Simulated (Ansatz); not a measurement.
PH$_{2}$⁺, singlet: the ladder up to full CI

Geometry: a point of a breathe scan, not a stationary point.

```xyz
3

P     0.0000   -0.0676    0.0000
H     0.0000    1.0392   -1.1404
H     0.0000    1.0392    1.1404
```

Basis cc-pVDZ; Ansatz 0.2.0. Only valence electrons are correlated (noble-gas cores frozen), which leaves 6 electrons in 23 orbitals. Prefix R: restricted or restricted open-shell reference; prefix U: unrestricted. Active spaces: pair = (2e, 2o) about the gap; valence = (6e, 6o) chosen from the atoms' valence shells.

Full CI is exact within this basis and frozen core; it isn't the basis-set limit. The frozen core follows each run's orbitals, which can shift R against U totals by a few meV.

The UHF ⟨S²⟩ is 0.376 and the T1 diagnostic (RCCSD) is 0.0143. The largest doubles amplitude (RCCSD) is 0.087.

```tsv
level	E − E(full CI) (kJ/mol)	share of correlation (%)	wall time
RHF	354.1	0.00	–
RMP2	92.1	74.01	–
CISD	25.4	92.83	0.82 s
RCCSD	9.9	97.22	–
RCCSD(T)	2.3	99.35	0.83 s
BCCD(T)	2.3	99.36	0.67 s
RCCSDT	0.5	99.87	–
CISDTQ	0.6	99.84	2 s
RCCSDT(Q)	0.1	99.97	1.7 s
RCCSDTQ	0.0	100.00	12 s
CASSCF (valence space)	187.4	47.08	–
NEVPT2 (valence space)	53.4	84.91	0.91 s
NEVPT4(SD) (valence space)	8.0	97.73	1.9 s
MRCISD (valence space)	7.7	97.83	–
MRCISD+Q (valence space)	0.8	99.77	1.9 s
```

The correlation energy at full CI, counted from RHF, is -3.670 eV. That run took 6.5 s on 1 thread of Intel Xeon, shared host over 786,897 determinants.

Run but not shown, since their state or frozen core can't be matched to the reference's or they repeat it: UHF, CASSCF (pair space), NEVPT2 (pair space), MRCISD (pair space), MRCISD+Q (pair space).

Times hold each run's SCF and search for its determinant on a shared host, so for small cases they say little of a method's own cost; they ran on 1 thread of Intel Xeon.

The full-CI state has the irrep A1 of C2v, in the program's axes.

Natural occupations of full CI about the gap: 1.956 1.934 1.900 0.059 0.054 0.038 0.012 0.009 0.009 0.008; effectively unpaired electrons, Σ n²(2−n)², 0.09.
